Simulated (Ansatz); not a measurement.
## Al–CH–Cl, doublet: reading a ladder of total energies

Geometry: a PBE0/def2-TZVP stationary point for this spin, not checked as a minimum.

```xyz
4

Al    0.0000   -0.1939    1.6855
C     0.0000    0.9065    0.0376
Cl    0.0000   -0.2144   -1.2860
H     0.0000    1.9302   -0.3334
```

Basis cc-pVDZ; Ansatz 0.2.0. Correlated methods freeze the noble-gas cores, which leaves 15 electrons in 44 orbitals. Prefix R: restricted or restricted open-shell reference; prefix U: unrestricted.

Full CI isn't at hand for all of this; UCCSDT(Q) serves as the reference, and is uncertain by about the last step of the cluster series.

Runs differ by some tens of microhartree through their thresholds and, for an open shell, their frozen cores, so steps under 0.03 kcal/mol mean nothing.

```json
{"level": "UHF", "total energy (hartree)": "-739.808814"}
{"level": "UMP2", "total energy (hartree)": "-740.100042"}
{"level": "UCCSD", "total energy (hartree)": "-740.139758"}
{"level": "UCCSD(T)", "total energy (hartree)": "-740.149347"}
{"level": "UCCSDT", "total energy (hartree)": "-740.150487"}
{"level": "UCCSDT(Q)", "total energy (hartree)": "-740.151291"}
```

Problem. What is the correlation energy at UCCSDT(Q), and what share of it do UMP2 and UCCSD recover?

Solution. E(corr) = -740.151291 − (-739.808814) = -0.342477 hartree = -9.319 eV. UMP2: -0.291228 / -0.342477 = 85.04 %. UCCSD: -0.330944 / -0.342477 = 96.63 %.

Problem. By how many kcal/mol does UCCSD(T) miss UCCSDT(Q) (1 hartree = 627.509 kcal/mol), and which steps make up the rest?

Solution. -740.149347 − (-740.151291) = 0.001944 hartree = 1.22 kcal/mol. Steps: UCCSDT − UCCSD(T) = -0.72, UCCSDT(Q) − UCCSDT = -0.50 kcal/mol. Differences between like states or geometries often cancel part of this.
